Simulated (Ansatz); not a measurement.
The same path of AlFHO (4 atoms, charge 0, multiplicity 2) was run twice with different band settings. Lost on the way: O1–H4. Made: Al2–H4.

All numbers below come from UKS B3LYP-D4/def2-SVP in Ansatz 0.2.0.

Relaxed end points:

```xyz
4
Properties=species:S:1:pos:R:3
O -0.778 0.592 -0.417
Al -0.286 -0.652 0.637
F 1.320 -1.105 0.756
H -0.201 1.105 -0.996
```

```xyz
4
Properties=species:S:1:pos:R:3
O -1.639 -0.061 0.344
Al 0.062 0.007 -0.034
F 1.063 -1.054 0.757
H 0.569 1.047 -1.087
```

Common settings: movable images 7; climbing image yes; spring 5.0 eV/Å²; optimiser quadratic models (default); start path through a guess of the saddle point; iteration limit 60; end points relaxed.

| run | force threshold |
| --- | --- |
| 1 | 0.05 eV/Å |
| 2 | 0.5 eV/Å |

(1) What does each run give, and how far can it be trusted?

Answers

(1) Run 1: converged after 14 iterations, highest image 2.375 eV above the first end. The profile has 2 maxima (images 1, 6) with wells between them (image 3): this band takes more than one step, which may be the mechanism or a detour left from its start path. A structure lower than the first end lies on the path between it and the top, so the climb from that side starts below the end, which may itself be a saddle point or a shallow side well. Neighbouring images differ by up to 1.3 eV, so the band resolves the path poorly. A vibrational analysis at the climbing image gives one clearly imaginary mode, 1206i cm⁻¹: a first-order saddle point.
Run 2: converged after 12 iterations, highest image 2.379 eV above the first end. The threshold of 0.5 eV/Å is loose, so the images may lie well off the minimum-energy path. The profile has 2 maxima (images 1, 6) with wells between them (image 3): this band takes more than one step, which may be the mechanism or a detour left from its start path. A structure lower than the first end lies on the path between it and the top, so the climb from that side starts below the end, which may itself be a saddle point or a shallow side well. Neighbouring images differ by up to 1.2 eV, so the band resolves the path poorly. The order of the stationary point at the top wasn't checked.
